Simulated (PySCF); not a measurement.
Nuclear quadrupole coupling in `O=CC1CC1`

C₄H₆O.
Cartesian coordinates in Å at the GFN2-xTB level; atoms count from 1:
```
atom  x, y, z in Å
O1     2.510   -0.894    0.108
C2     1.447   -0.434    0.429
C3     0.307   -0.220   -0.469
C4    -1.090   -0.387    0.086
C5    -0.589    0.975   -0.224
H6     1.249   -0.125    1.477
H7     0.486   -0.518   -1.494
H8    -1.825   -0.835   -0.564
H9    -1.184   -0.678    1.121
H10   -0.970    1.489   -1.092
H11   -0.334    1.629    0.596
```

Field gradients from the PBE0/pcSseg-1 density (PySCF, non-relativistic), principal values in atomic units, ordered |Vxx| ≤ |Vyy| ≤ |Vzz|:

```csv
atom,Vxx,Vyy,Vzz
O1,0.4936,1.5197,-2.0133
```

**Question.** Find the asymmetry η = (Vxx − Vyy)/Vzz and the couplings χ = eQV/h (234.96 MHz × Q in barn × V in au), with Q(17O) = −0.0256 b.

**Answer.** 
```json
{"atom": "O1", "environment": "aldehyde oxygen", "nucleus": "17O", "η": "0.51", "χzz (MHz)": "12.11", "χxx (MHz)": "-2.97", "χyy (MHz)": "-9.14"}
```

The tensor is traceless: Vxx + Vyy + Vzz = 0.

**Question.** What is Vzz at O1 in SI units (1 au = 9.71736 × 10²¹ V/m²)?

**Answer.** -2.0133 au = -19.564 × 10²¹ V/m².

**Question.** And the gradient at the other heavy atoms, for which no coupling is worked out here?

**Answer.** 
| atom | environment | Vzz (au) | η |
| --- | --- | --- | --- |
| C2 | aldehyde carbon | 0.540 | 0.07 |
| C3 | sp3 carbon next to a carbonyl | 0.167 | 0.00 |
| C4 | three-membered-ring carbon | 0.192 | 0.16 |
| C5 | three-membered-ring carbon | 0.192 | 0.17 |

**Question.** What couplings would deuterons (Q(2H) = 0.00286 b) have in place of the hydrogens, at this geometry?

**Answer.** 
```csv
atom,bonded to,bond length (Å),Vzz (au),η,χzz (kHz)
H6,C2,1.110,0.2657,0.03,179
H7,C3,1.082,0.3209,0.08,216
H8,C4,1.079,0.3318,0.07,223
H9,C4,1.080,0.3290,0.07,221
H10,C5,1.079,0.3316,0.07,223
H11,C5,1.080,0.3290,0.07,221
```

Geometry: GFN2-xTB, one conformer, isolated molecule. GFN2-xTB bond lengths can be off by several hundredths of an ångström, more for odd bonds, and the gradients follow them. The basis is small and wasn't made for field gradients, so the couplings can be 20 % off.
